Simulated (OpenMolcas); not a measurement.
**How the cost of HF grows with the basis: C2H3N (ethenimine)**

The species is C2H3N (6 atoms), meant as a singlet with charge 0. As SMILES, `C=C=N`. Geometry: relaxed at GFN2-xTB.

HF, gradient, OpenMolcas 26.06, on 1 thread of Arm Neoverse V1, shared host. N is the number of basis functions, t the processor time.

| basis | N | t (s) | ln N | ln t |
| --- | --- | --- | --- | --- |
| def2-SVP | 57 | 3 | 4.043 | 1.099 |
| def2-SVPD | 84 | 6.4 | 4.431 | 1.856 |
| def2-TZVP | 111 | 16 | 4.710 | 2.773 |
| def2-TZVPD | 138 | ? | 4.927 | ? |

Question: Fit t = C·Nᵖ to the known rows and estimate the time in def2-TZVPD.

Answer: 
1. Means of the 3 rows: ln N = 4.39467, ln t = 1.9093.
2. Σ(Δln N)² = 0.22442, Σ(Δln N·Δln t) = 0.55537, so the slope is 0.55537/0.22442 = 2.4747.
3. Intercept: 1.9093 − (2.4747) × 4.39467 = -8.9662. The largest residual of the fit is 0.143.
4. ln t = -8.9662 + 2.4747 × 4.927, so t ≈ 25 s.

The run took 34 s, so the estimate is too short by a factor of about 1.4. The fitted power is 2.5, with the electron count fixed. Fixed start-up costs flatten the line at the short runs, so it runs low for the long one.
